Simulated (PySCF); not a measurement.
CH3NO. Atoms are numbered in the order given.

```xyz
6

N      0.1575    -1.0812     0.0000
C     -0.3856     0.1617     0.0000
O      0.2453     1.1934     0.0000
H      1.1596    -1.1828     0.0000
H     -0.4200    -1.9030     0.0000
H     -1.4910     0.1369     0.0000
```

Coordinates come from a B3LYP-D3(BJ)/def2-TZVP optimisation. One conformer was computed; it need not be the lowest.

Calculation: M06-2X/def2-TZVPD in PySCF.

Mulliken values depend strongly on the basis, most of all with diffuse functions as here. ESP charges are fitted to the potential on shells at 1.4 to 2.0 van der Waals radii. Atomic charges (e):

```csv
atom,ESP fit,Mulliken,IAO
N1,-0.92,-0.47,-0.54
C2,0.60,0.33,___
O3,-0.53,-0.56,___
H4,0.44,0.26,0.29
H5,0.39,0.26,0.29
H6,0.03,0.19,___
```

Question: Complete the blanks. (Estimate from the structure and the level; the computed values follow.)

Answer: 
- C2, IAO: 0.35
- O3, IAO: -0.50
- H6, IAO: 0.11
